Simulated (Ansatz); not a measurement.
# SiClF+ (doublet): the correlation ladder, def2-TZVPP

The task here is to estimate one member of a computed series from the others.

The runs use Ansatz 0.2.0, Gaussian basis; def2-TZVPP, core rule «outside noble gas», up to 11 orbitals frozen.

To be run: UHF; ROHF; CCSD(T) on UHF.

2 further runs of the same task are left out: 2 set aside as unsound or not needed.

## The geometry

The geometry is a PBE0/def2-TZVP stationary point (not a proven minimum) of the parent state, kept for this charge and spin.

3 atoms, charge 1, spin multiplicity 2.

Atoms are counted from 1 here; the program's logs count them from 0.

Bond lengths: Cl1–Si2 2.041 Å, Si2–F3 1.602 Å. Angles: Cl1–Si2–F3 116.3°.

Set-up of the first run:

in.yaml reads:

```yaml
crystal:
  periodic: [false, false, false]
  atoms:
    - {symbol: Cl, position_ang: [0.000000, -0.165216, 1.357873]}
    - {symbol: Si, position_ang: [0.000000, 0.563381, -0.548185]}
    - {symbol: F, position_ang: [0.000000, -0.524541, -1.723546]}
basis:
  gaussian: {orbitals: def2-TZVPP}
total_charge: 1
magnetization: {spin_polarized: true, initial_magnetization: 1}
hamiltonian: {xc: hf}
output: {orbitals: {seedname: orbitals}}
```

The run is started by

```sh
$ ansatz run in.yaml --threads 1 --pin off --events-out ev --progress --plain --max-ram 4096MiB --backend cpu
```

Steps of the session up to this table: UHF; ROHF; CCSD(T) on UHF.

One table of the session follows, with a row left open; its other results are not shown here.

```
  method  from UCCSD(T) (meV)
    ROHF             +14992.2
     UHF             +14916.3
    UMP2              +1107.5
   UCCSD                    ?
UCCSD(T)                    0
```

Estimate the missing values for UCCSD.

The run gave: from UCCSD(T) (meV): +585.7. In the column «from UCCSD(T) (meV)» it lies between UCCSD(T) (0) and UMP2 (+1107.5).
